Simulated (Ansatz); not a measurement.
The input, for Ansatz 0.2.0:

```yaml
crystal:
  periodic: [false, false, false]
  atoms:
    - {symbol: B, position_ang: [0.000000, -0.166725, 0.821814]}
    - {symbol: C, position_ang: [0.000000, 0.069000, -0.670687]}
    - {symbol: H, position_ang: [0.000000, 0.643783, 1.698084]}
    - {symbol: H, position_ang: [0.000000, 1.062299, -1.123373]}
    - {symbol: H, position_ang: [0.000000, -0.740028, -1.397397]}
basis:
  gaussian: {orbitals: cc-pVDZ}
total_charge: 1
magnetization: {spin_polarized: false, initial_magnetization: 3}
correlation: {active_space: {ras: {orbitals: [3, 3, 35], electrons: 9, max_holes: 2, max_particles: 2}, fixed_orbitals: true}}
accuracy: high
```

```sh
$ ansatz run in.yaml --threads 1 --pin off --events-out ev --progress --plain --max-ram 2393MiB
```

The program prints:

```
950 factors; integrals over basis functions are off by at most 3.0e-9 eV
mean field evaluation 1: about -1732.6905 eV, gradient 1.8e1 eV
mean field evaluation 2: about -1732.6913 eV, gradient 1.8e1 eV
mean field evaluation 4: about -1734.2912 eV, gradient 2.8e0 eV
mean field evaluation 8: about -1734.3450 eV, gradient 2.0e-1 eV
mean field evaluation 16: about -1734.4000 eV, gradient 1.7e-1 eV
mean field evaluation 32: about -1734.4009 eV, gradient 8.1e-9 eV
mean field -1734.40088491 eV, -63.7380569011 hartree, gradient 3.0e-8 eV, S^2 3.750000; 3 other end points of the search recorded, 0 dependent functions left out
reference -1734.40088491 eV, -63.7380569011 hartree; 8, 5 occupied and 35, 38 virtual orbitals, 950 factors
state -1739.42014209 eV, -63.9225112005 hartree
Total energy: -1739.42014209 eV, -63.9225112005 hartree
```

Natural occupations: 1.9730 1.9645 1.9441 1.0110 0.9889 0.9792 0.0252 0.0204 0.0177 0.0149 0.0117 0.0070 0.0053 0.0050 0.0050 0.0048 0.0029 0.0025 0.0024 0.0023 0.0022 0.0015 0.0013 0.0011.

Ran on 1 thread of AMD EPYC, shared host: 16 s wall, 0.16 GiB peak host memory.
